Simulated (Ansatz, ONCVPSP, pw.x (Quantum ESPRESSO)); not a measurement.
## From atom to crystal: ONCV potential for copper

copper, optimised norm-conserving Vanderbilt (ONCV), made with ONCVPSP 4.0.1.1 (patched build) (LDA (Perdew-Wang 92), scalar-relativistic). Core [Ar], reference 3d10 4s0.75 4p0.25. Waves: 4s: rc 2.40 bohr, ncon 3, nbas 7, qcut 3.2 1/bohr, 2 projectors, debl 1.9 Ha; 4p: rc 2.90 bohr, ncon 3, nbas 7, qcut 3.2 1/bohr, 2 projectors, debl 1.9 Ha; 3d: rc 1.25 bohr, ncon 3, nbas 7, qcut 11.2 1/bohr, 2 projectors, debl 3.9 Ha. Local part: polynomial inside 1.15 bohr (lpopt 4, dvloc0 3 Ha). Core correction: Teter function, fcfact 4.25, rcfact 1.55.

Crystal test: bcc Cu in pw.x 7.5, no spin, 16³ k-points, Fermi–Dirac smearing 0.01 Ry, cutoffs 140/560 Ry. The reference is all-electron LAPW (Ansatz 0.2.0) with the same functional, mesh and smearing; V0 and B0 come from Birch–Murnaghan fits to the pressures at five volumes. Errors are pseudo minus all-electron; Δ is the rms difference of the E(V) curves that follow from these fits, minima aligned, over ±6 % about the mean V0. Mesh and smearing are coarse, so the numbers serve the comparison and aren't converged zero-temperature values; the lattice is a test structure that the element need not adopt.

| V (Å³/atom) | P all-electron (GPa) | P pseudo (GPa) |
| --- | --- | --- |
| 10.393 | 10.69 | 11.90 |
| 10.666 | 4.87 | 6.06 |
| 10.940 | -0.14 | 0.92 |
| 11.213 | -4.45 | -3.53 |
| 11.487 | -8.15 | -7.36 |

All-electron: a0 = 2.796 Å (V0 = 10.93 Å³/atom), B0 = 186.3 GPa.

Pseudopotential: mean pressure error (GPa): +1.03; a0 (Å): 2.802; a0 error (%): +0.19; B0 error (%): -0.2; Δ (meV/atom): 2.5. The largest radius (2.90 bohr) exceeds half the bond length (2.29 bohr), so the spheres overlap, which is one possible source of error among others. Atomic configuration tests: 2 of 4 tests not solved or not reliable.

**Question.** At the middle volume, how do free energy and pressure move when the wave cutoff is lowered (ecutrho kept at four times it)?

**Answer.**

```
cutoff (Ry)  shift of F (meV/atom)  shift of P (GPa)
         63               +42472.1          -1885.48
         84                +6684.0           -588.50
        112                 +110.8            -24.61
```

Input at the middle volume:

```
&control
  calculation='scf', prefix='x', pseudo_dir='./', outdir='./tmp', tstress=.true., disk_io='low'
/
&system
  ibrav=0, nat=1, ntyp=1, ecutwfc=140, ecutrho=560, nbnd=13,
  occupations='smearing', smearing='fd', degauss=0.01
/
&electrons
  conv_thr=1e-09, mixing_beta=0.4, electron_maxstep=70
/
ATOMIC_SPECIES
Cu 1.0 Cu.UPF
CELL_PARAMETERS angstrom
  -1.39846771 1.39846771 1.39846771
  1.39846771 -1.39846771 1.39846771
  1.39846771 1.39846771 -1.39846771
ATOMIC_POSITIONS crystal
Cu 0.0000 0.0000 0.0000
K_POINTS automatic
16 16 16 0 0 0
```

```bash
pw.x < Cu.scf.in > Cu.scf.out
```

Lines of the output:

```
Message from routine setup:
     using ibrav=0 with symmetry is DISCOURAGED, use correct ibrav instead
     lattice parameter (alat)  =       4.5773  a.u.
     unit-cell volume          =      73.8268 (a.u.)^3
     number of electrons       =        11.00
     number of Kohn-Sham states=           13
     kinetic-energy cutoff     =     140.0000  Ry
     charge density cutoff     =     560.0000  Ry
     scf convergence threshold =      1.0E-09
     Exchange-correlation= SLA  PW   NOGX NOGC
     number of k points=   145  Fermi-Dirac smearing, width (Ry)=  0.0100
     iteration #  1     ecut=   140.00 Ry     beta= 0.40
     total energy              =    -118.34349912 Ry
     estimated scf accuracy    <       0.42942238 Ry
     iteration #  2     ecut=   140.00 Ry     beta= 0.40
     total energy              =    -118.46970432 Ry
     estimated scf accuracy    <       0.11999712 Ry
     iteration #  3     ecut=   140.00 Ry     beta= 0.40
     total energy              =    -118.48830542 Ry
     estimated scf accuracy    <       0.00126424 Ry
     iteration #  4     ecut=   140.00 Ry     beta= 0.40
     total energy              =    -118.48863414 Ry
     estimated scf accuracy    <       0.00137505 Ry
     iteration #  5     ecut=   140.00 Ry     beta= 0.40
     total energy              =    -118.48879457 Ry
     estimated scf accuracy    <       0.00003088 Ry
     iteration #  6     ecut=   140.00 Ry     beta= 0.40
     total energy              =    -118.48880305 Ry
     estimated scf accuracy    <       0.00000272 Ry
     iteration #  7     ecut=   140.00 Ry     beta= 0.40
     total energy              =    -118.48880296 Ry
     estimated scf accuracy    <       0.00000092 Ry
     iteration #  8     ecut=   140.00 Ry     beta= 0.40
     total energy              =    -118.48880257 Ry
     estimated scf accuracy    <       0.00000068 Ry
     iteration #  9     ecut=   140.00 Ry     beta= 0.40
     total energy              =    -118.48880258 Ry
     estimated scf accuracy    <       0.00000005 Ry
     iteration # 10     ecut=   140.00 Ry     beta= 0.40
     total energy              =    -118.48880259 Ry
     estimated scf accuracy    <          1.7E-09 Ry
     iteration # 11     ecut=   140.00 Ry     beta= 0.40
     total energy              =    -118.48880259 Ry
     estimated scf accuracy    <          1.1E-09 Ry
     iteration # 12     ecut=   140.00 Ry     beta= 0.40
     the Fermi energy is    13.8913 ev
!    total energy              =    -118.48880259 Ry
     estimated scf accuracy    <          1.7E-11 Ry
     smearing contrib. (-TS)   =      -0.00156392 Ry
     The total energy is F=E-TS. E is the sum of the following terms:
     one-electron contribution =     -18.56546777 Ry
     hartree contribution      =      25.95915787 Ry
     xc contribution           =     -42.56769724 Ry
     ewald contribution        =     -83.31323152 Ry
     convergence has been achieved in  12 iterations
          total   stress  (Ry/bohr**3)                   (kbar)     P=        9.16
```

The run at the middle volume (145 k-points, 12 iterations) took about 22 s on one core of a shared host (AMD EPYC 9R45 96-Core Processor, 96 threads, 376 GiB, load 33).
